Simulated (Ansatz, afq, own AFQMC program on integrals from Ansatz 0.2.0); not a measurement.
Atomization energy of BNH₂, singlet

```xyz
4

B     0.0000    0.0000    0.5713
N     0.0000    0.0000   -0.6613
H     0.0000    0.0000    1.7429
H     0.0000    0.0000   -1.6528
```

Connectivity, by distances: BH–NH.

Atoms in their ground-state spins without spin–orbit coupling (mostly on UHF) minus the molecule (RHF), without zero-point energy. The geometry is a stationary point, not shown to be a minimum.

Basis cc-pVDZ. Noble-gas cores (and the filled d shells of Ga–Kr and In–Xe) are frozen. Integrals, coupled cluster, full CI and functionals: Ansatz 0.2.0; the random walks run on the same integrals in our own AFQMC program. ph-AFQMC/CISD is guided by a CISD state made of CCSD amplitudes; releasing the constraint for a short imaginary time cuts its bias at the price of noise, slowly where states lie close. Uncertainties: one standard error, sampling alone. The errors of all members are added in quadrature.

No full CI on the walks' own integrals is used here; CCSDT(Q) serves as the reference and is uncertain by about the last step of the cluster series. Each member takes its own surest rung, up to full CI.

The best estimate is CCSD(T) at the basis-set limit (CBS: def2-TZVPP and def2-QZVPP, with their diffuse functions for anions and beside diffuse sets, CCSD(T) itself extrapolated) plus the step from CCSD(T) to CCSDT(Q) in cc-pVDZ. Rows without CBS are in cc-pVDZ, the functionals in def2-TZVP; B2PLYP and the wave-function rows carry a basis error of their own. Core correlation and relativity beyond core potentials are missing, and ± holds the sampling alone.

```tsv
level	atomization energy (kJ/mol)
MP2	1373.9
r2SCAN	1479.3
B3LYP	1497.7
```

From these cheaper values, estimate the atomization energy at the level of the best estimate.

1477.0 kJ/mol (best estimate, highest rung CCSDT(Q)).

| level | atomization energy (kJ/mol) | error against the best estimate (kJ/mol) |
| --- | --- | --- |
| HF | 1000.9 | -476.1 |
| CCSD | 1314.7 | -162.4 |
| CCSD(T) | 1335.5 | -141.5 |
| ph-AFQMC/CISD | 1335.7 ± 1.1 | -141.3 ± 1.1 |
| released AFQMC | 1338.4 ± 1.6 | -138.6 ± 1.6 |
| HF/CBS | 1040.4 | -436.6 |
| MP2/CBS | 1515.2 | 38.2 |
| CCSD(T)/CBS | 1474.7 | -2.3 |
| PBE | 1524.7 | 47.7 |
| PBE0 | 1479.4 | 2.4 |
| wB97M-V | 1495.0 | 18.0 |
| B2PLYP | 1481.4 | 4.4 |
| surest rungs in cc-pVDZ | 1337.8 | -139.2 |

Correlation beyond CCSD(T) adds 2.3 kJ/mol. Going to the basis-set limit adds 139.2 kJ/mol at CCSD(T). The perturbative (T) step is worth +20.9 kJ/mol. The functionals spread over 45.5 kJ/mol; r2SCAN and PBE0 come nearest and PBE is 47.7 kJ/mol too high.

Best estimates are given only where the step beyond CCSD(T) is under 0.3 eV and no member's determinant is very poor (T1 over 0.05, or 0.07 for open shells, ⟨S²⟩ too high by 0.3, two states mixed), so the hardest cases are missing from such tables.

The functionals ran in a triple-zeta set and keep a basis error of their own, a few kJ/mol for each bond in atomization energies and more for double hybrids, so close places among them and the extrapolated levels can swap.

Each member of a difference takes its own highest rung, so a best estimate needn't equal the limit plus the step of one row. A walk keeps the symmetry of its determinant, which the program's search chose and which needn't be the lowest solution, so a lower state of the same spin and another symmetry isn't excluded. Released energies are given only where the last usable release times agree within the noise; a slower fall can still hide under it.
